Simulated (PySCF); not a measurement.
Species: C₃H₄F₂.
Geometry (PBE0-D3(BJ)/def2-SVP, Å), atoms numbered from 1 in this order:
```
atom  x, y, z in Å
F1    -0.7585   -1.1321    1.3234
C2    -0.5507   -0.6412    0.0826
C3     0.8342   -0.1861   -0.2565
C4    -0.2564    0.8164   -0.0354
F5    -0.2215    1.5347    1.1077
H6    -1.1707   -1.1340   -0.6745
H7     1.5522   -0.2636    0.5649
H8     1.2391   -0.3481   -1.2587
H9    -0.6614    1.3862   -0.8789
```

Method: TDDFT CAM-B3LYP/def2-SVPD, vertical, gas phase, core orbitals frozen in the response (PySCF 2.14.0, density-fitted response routines).

Kohn–Sham orbitals with the atoms that hold most of them (Löwdin shares over 4%, at most four atoms; ? is withheld):

```csv
orbital,ε (eV),atoms
LUMO+2,2.15,"H9 17%, H6 17%, C4 14%, C2 14%"
LUMO+1,1.93,"C3 26%, H7 23%, H8 18%, F1 7%"
LUMO,1.22,?
HOMO,?,"C4 24%, C2 24%, F5 16%, F1 16%"
HOMO-1,-10.18,?
HOMO-2,-12.81,"F1 27%, F5 27%, C2 11%, C4 11%"
HOMO-3,-13.22,"F5 41%, F1 40%, C4 6%, C2 6%"
```

Which atoms hold the HOMO-1, and with what shares?

C3 (bonded to 2 C and 2 H) 33%; C2 (bonded to 2 C, F and H) 15%; C4 (bonded to 2 C, F and H) 15%; F1 (bonded to C) 13%. By element: carbon 62%, fluorine 13% or more.

Which atoms hold the LUMO, and with what shares?

C4 (bonded to 2 C, F and H) 19%; C2 (bonded to 2 C, F and H) 19%; C3 (bonded to 2 C and 2 H) 14%; H8 (bonded to C) 12%. By element: carbon 52%, hydrogen 12% or more.

What is the HOMO energy, and the HOMO–LUMO gap?

ε(HOMO) = -9.84 eV; the gap is 11.06 eV (0.4065 hartree).

The HOMO–LUMO gap is 11.06 eV. Where does the response calculation put the lowest singlet, and from which orbitals?

S1 is at 7.54 eV (f = 0.0009), 3.52 eV below the gap, made of HOMO→LUMO (80%). 

Give energy, strength and leading configuration of S1 and S2, and follow the Löwdin shares of the leading atoms from the occupied to the empty orbital.

- S1 (7.54 eV, f 0.0009), HOMO→LUMO (80%): C4 24% → 19%, C2 24% → 19%
- S2 (7.91 eV, f 0.0006), HOMO-1→LUMO (81%): C3 33% → 14%, C2 15% → 19%, C4 15% → 19%

Löwdin shares depend on the basis, the more so with diffuse functions.

The run took 27 s of wall time on one thread, x86-64 server, no GPU, on a shared host.
